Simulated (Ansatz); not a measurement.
Two structures of CH7AlS, closed shell, reached by relaxing down either side of one saddle point (PBE0-D4/def2-TZVP). Energies are electronic, without zero-point energy. Computed with Ansatz 0.2.0 (basis: def2-TZVPP and def2-QZVPP); correlated methods freeze the cores. Extrapolation: Hartree–Fock as exp(−7.88 √X), correlation as X^−2.97. First:

```
10
angstrom
Al -0.9423 0.1661 -0.5150
C 0.9435 0.6134 -0.8585
H -1.5998 -1.0667 -1.2936
H -1.9147 1.3001 0.0569
H 0.2643 -1.8803 1.3918
S -0.7647 -1.0732 1.7030
H 1.0367 1.1692 -1.7982
H 1.5744 -0.2756 -0.9571
H 1.3732 1.2476 -0.0766
H 0.0292 -0.2005 2.3472
```

Second:

```json
{"atom": "Al1", "x (Å)": "-1.4424", "y (Å)": "-0.2022", "z (Å)": "0.0817"}
{"atom": "C2", "x (Å)": "1.3974", "y (Å)": "0.3340", "z (Å)": "-0.7260"}
{"atom": "H3", "x (Å)": "-1.6249", "y (Å)": "-0.9673", "z (Å)": "-1.2872"}
{"atom": "H4", "x (Å)": "-1.6287", "y (Å)": "1.3558", "z (Å)": "0.2721"}
{"atom": "H5", "x (Å)": "1.0781", "y (Å)": "-0.2824", "z (Å)": "0.1213"}
{"atom": "S6", "x (Å)": "-1.1717", "y (Å)": "-1.4516", "z (Å)": "1.8613"}
{"atom": "H7", "x (Å)": "0.5534", "y (Å)": "0.7615", "z (Å)": "-1.2726"}
{"atom": "H8", "x (Å)": "1.9710", "y (Å)": "-0.2929", "z (Å)": "-1.4068"}
{"atom": "H9", "x (Å)": "2.0123", "y (Å)": "1.1478", "z (Å)": "-0.3446"}
{"atom": "H10", "x (Å)": "-1.1447", "y (Å)": "-0.4027", "z (Å)": "2.7009"}
```

Task: Which bonds change from the first to the second?

Result: CH₅Al ([CH3][AlH2]) + H₂S → AlH₃S ([AlH2][SH]) + CH₄; bonds formed: C2–H5; dative contacts that become bonds: Al1–S6; bonds broken: Al1–C2, H5–S6.

Task: Give the saddle point's structure and its height above each. (Judge from chemistry; the value comes from the calculation.)

Result: By the calculation: 75.5 kJ/mol above the first and 161.2 kJ/mol above the second (CCSD(T) at an estimated basis limit (MP2 extrapolated from triple and quadruple zeta, plus CCSD(T) − MP2 in triple zeta)).
```
10
angstrom
Al -1.0592 0.0394 -0.3236
C 0.9886 0.3104 -0.6083
H -1.6286 -0.9388 -1.4297
H -1.7360 1.3819 0.1747
H 0.4401 -0.5708 0.5693
S -0.4942 -1.3239 1.5927
H 0.7651 0.9312 -1.4913
H 1.6173 -0.5051 -0.9730
H 1.5693 0.9470 0.0623
H -0.4627 -0.2712 2.4270
```

The T1 diagnostic stays at or below 0.011. The end structure is not quite a true minimum (one mode of 59i cm⁻¹).

Exchanges of this kind with a chalcogen hydride build sulfide and selenide films.

Labels in which every atom is bracketed show which atoms are joined, not bond orders.

For scale, one of the runs: CCSD(T)/def2-TZVPP, 213 basis functions, launched by `ansatz run in.yaml --threads 2 --pin off --events-out ev --progress --plain --max-ram 4352MiB`. Time: 18 s of wall clock on 2 CPU threads of an AMD EPYC 9R45; the host was shared. Peak host memory: 2.8 GiB.
